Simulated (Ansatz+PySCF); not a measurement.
# doublet NH3(+): levels of theory in one basis

```
atom   x (Å)    y (Å)    z (Å)
   N  0.0000   0.0000   0.0000
   H  0.0000  -0.9754  -0.0134
   H  0.0000   0.4761   0.8515
   H  0.0000   0.4994  -0.8380
```

Basis set: cc-pVTZ (spherical functions). Frozen core: 1 orbital. Correlation on ROHF uses semicanonical orbitals with singles. Charge 1, multiplicity 2.

Computed with Ansatz (development build ahead of 0.2.0); each method stands on the lowest determinant of its kind that the runs found.

| method | E − E(ROHF) (eV) | <S²> of the determinant |
| --- | --- | --- |
| ROHF | 0.00 | 0.75 |
| UHF | -0.14 | 0.76 |
| ROHF-MP2 | -4.95 | – |
| UHF-MP2 | -4.95 | 0.76 |
| ROHF-CCSD(T) | -5.57 | – |
| UHF-CCSD(T) | -5.57 | 0.76 |

Task: What does UHF-CCSD give on the same scale?

Result: -5.45 eV.

Task: Is a single determinant a sound starting point here?

Result: By this sign, yes. Unrestricted orbitals gain 0.14 eV and <S²> is 0.76 against 0.75 for a pure state.
